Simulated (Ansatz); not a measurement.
# F2H2Si: the cost of one run

The runs use Ansatz 0.2.0, Gaussian basis; PBE0-D4, def2-SVP first, then def2-TZVP.

115 further runs of the same task are left out: 1 that didn't finish, 114 set aside as unsound or not needed.

### Step 1. Where the work starts

The guess: 5 atoms, charge 0, spin multiplicity 1.

Atoms are counted from 1 here; the program's logs count them from 0.

Bond lengths: Si1–F2 1.629 Å, Si1–F3 1.627 Å, Si1–H4 1.564 Å. Angles: F2–Si1–F3 97.2°, F2–Si1–H4 99.0°, F3–Si1–H4 98.1°.

Coordinates:

```xyz
5

Si    0.18540    0.18130   -0.75860
F     0.62490    1.33300    0.30640
F     1.08840   -1.02320   -0.14180
H    -1.18640   -0.22690   -0.12740
H    -0.71220   -0.26420    0.72130
```

Distances that are to change: Si1–H4 1.56 Å, Si1–H5 1.79 Å, H4–H5 0.97 Å.

### Step 2. Constrained relaxation of the guess

File hold/in.yaml:

```yaml
crystal:
  periodic: [false, false, false]
  atoms:
    - {symbol: Si, position_ang: [0.185400, 0.181300, -0.758600]}
    - {symbol: F, position_ang: [0.624900, 1.333000, 0.306400]}
    - {symbol: F, position_ang: [1.088400, -1.023200, -0.141800]}
    - {symbol: H, position_ang: [-1.186400, -0.226900, -0.127400]}
    - {symbol: H, position_ang: [-0.712200, -0.264200, 0.721300]}
basis:
  gaussian: {orbitals: def2-SVP}
hamiltonian: {xc: pbe0, dispersion: d4}
relax: {f_tol: 0.08, max_steps: 120, escape_saddle: false, constraints: [{distance: [0, 3]}, {distance: [0, 4]}, {distance: [3, 4]}]}
```

Run with:

```sh
ansatz run in.yaml --threads 2 --pin off --events-out ev --progress --plain --max-ram 4352MiB
```

**Question.** How long does this run take on 2 threads of Intel Xeon Platinum 8375C at 2.90GHz, shared host?

About 2.3 s.
